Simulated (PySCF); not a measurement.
**Removing an electron from E-ethanimine**

Compound: E-ethanimine, C2H5N.
Numbering: `[H]/[N:2]=[CH:3]/[CH3:4]` (hydrogens: H1 on N2; H5 on C3; H6, H7, H8 on C4)

Structure used (PBE0-D3(BJ)/def2-SVP), in Å, numbered top down from 1:
```xyz
8
C2H5N angstrom
H      2.458    0.009   -0.071
N      1.536   -0.374   -0.303
C      0.622    0.394    0.124
C     -0.824    0.090   -0.073
H      0.837    1.338    0.669
H     -1.311    0.891   -0.654
H     -0.938   -0.866   -0.603
H     -1.346    0.039    0.896
```

Level: CAM-B3LYP/def2-SVPD (PySCF). Frontier orbitals with their largest atomic shares (Löwdin; up to four atoms above 4 %):

```csv
orbital,ε (eV),main atoms
HOMO−3,-12.98,"C3 29 %, C4 28 %, N2 24 %, H1 5 %"
HOMO−2,-12.42,"C4 43 %, H7 24 %, C3 10 %, H8 7 %"
HOMO−1,-10.33,"N2 46 %, C3 29 %, C4 11 %, H6 4 %"
HOMO,-9.10,?
LUMO,1.08,"C3 39 %, N2 37 %, C4 8 %, H5 6 %"
LUMO+1,1.50,"C3 31 %, C4 19 %, H5 14 %, H1 12 %"
LUMO+2,2.07,"C4 27 %, H5 16 %, H7 13 %, H1 12 %"
```

Task: What vertical ionisation energy does ΔSCF give, and how far is −ε(HOMO) from it?

Result: ΔSCF: 10.23 eV (987 kJ/mol; threshold wavelength 121 nm); ⟨S²⟩ of the doublet left behind is 0.761, against 0.75 for a pure doublet. −ε(HOMO) is 9.10 eV, 1.13 eV below it. In exact Kohn–Sham theory the two would be equal; CAM-B3LYP (range-separated hybrid) falls short of its own ΔSCF value by 11 %.

Task: On which atoms does the HOMO lie?

Result: N2 (imine nitrogen) 61 %, C3 (imine carbon) 17 %, H1 (N–H hydrogen) 8 %, H5 (hydrogen on a C=N carbon) 7 %, so more than half of it is on one atom. The HOMO−1 lies 1.23 eV lower.

Task: Shift the occupied levels rigidly so that −ε(HOMO) equals the ΔSCF value. What binding energies result?

Result: The shift is +1.13 eV: HOMO 10.23, HOMO−1 11.46, HOMO−2 13.55, HOMO−3 14.11 eV. A rigid shift is only a rough guide to the deeper ionisations.

Task: What total energies stand behind the ΔSCF value?

Result: E(N) = -133.78912 Eh and E(N − 1) = -133.41319 Eh at the same geometry, 0.37593 Eh apart.

Task: How many of the 10 lowest singlet excitations (vertical TDDFT, same level) lie below the ionisation energy?

Result: All 10; they run from 5.45 to 9.87 eV.

Task: With α = 34.6 au, estimate the like-pair dispersion coefficient by London's formula C6 = (3/4)α²I.

Result: I = 0.3759 Eh, so C6 ≈ 338 au; the Casimir–Polder integral at the same level gives 507 au, 1.50 times as much.

Geometry: PBE0-D3(BJ)/def2-SVP; no solvent, vibrations or thermal averaging.

These values come from a run that also computed excited states and ΔSCF ions. On Intel Xeon Platinum 8488C, one thread, no GPU, shared host with 192 logical CPUs at a one-minute load of 36, this took 9.0 s of wall time and 0.46 GiB of memory at its peak.
